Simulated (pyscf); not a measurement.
PySCF, gas phase, ωB97X-D3(BJ)/def2-SVP geometries.

Estimate the classical barrier height and the reaction energy of H₃C–GeH₂• + methane (CH₄) → H₃C–GeH₃ + methyl (CH₃•) at ωB97M-D3(BJ)/def2-TZVP. The step runs on the doublet surface, breaks C–H and forms Ge–H; take the separated reactants as zero.

ΔE‡ = 120.1 kJ/mol, ΔE = +97.4 kJ/mol. Zero-point energy shifts the barrier by -13.6 kJ/mol. It is a hydrogen abstraction, with an imaginary mode of 676i cm⁻¹. This is the saddle that the search found; another between the same sides may lie lower. The angle at the transferred H is 178°. Elements up to Kr have no core potential and no relativistic terms here.
